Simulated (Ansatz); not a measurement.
Chalcopyrite CdGeAs₂, treated with PBE-D4 in Ansatz (PAW).

Run with plane-wave cutoff 520 eV, 8×8×8 k mesh, Fermi–Dirac smearing 0.01 eV, scalar-relativistic PAW data made under PBE.

Results at a series of volumes:

| V (Å³/atom) | E − E_lowest (meV/atom) |
|---|---|
| 24.194 | 8.01 |
| 24.698 | 1.91 |
| 25.203 | 0.00 |
| 25.707 | 1.81 |
| 26.211 | 6.95 |

### Question
Fit the third-order Birch–Murnaghan equation and give B0 and B′.

### Answer
V0 = 25.200 Å³/atom, B0 = 59.2 GPa, B′ = 4.7 (fit to the energies at full precision).

Shape and atoms are relaxed at each volume.

Measured, for comparison: bulk modulus 69.9 GPa (temperature not stated, not corrected to a static lattice; as tabulated in Toher et al. (2017), arXiv:1611.05714). Computed (rounded) less measured: bulk modulus -15 %.

Note: the gap of the solid is closed in this run; this level leaves the solid without a gap, although one is measured; the bulk modulus comes from volumes at which shape and atoms were relaxed.

Static lattice: no zero-point or thermal effects.

Ansatz is a quantum-chemistry and plane-wave program.
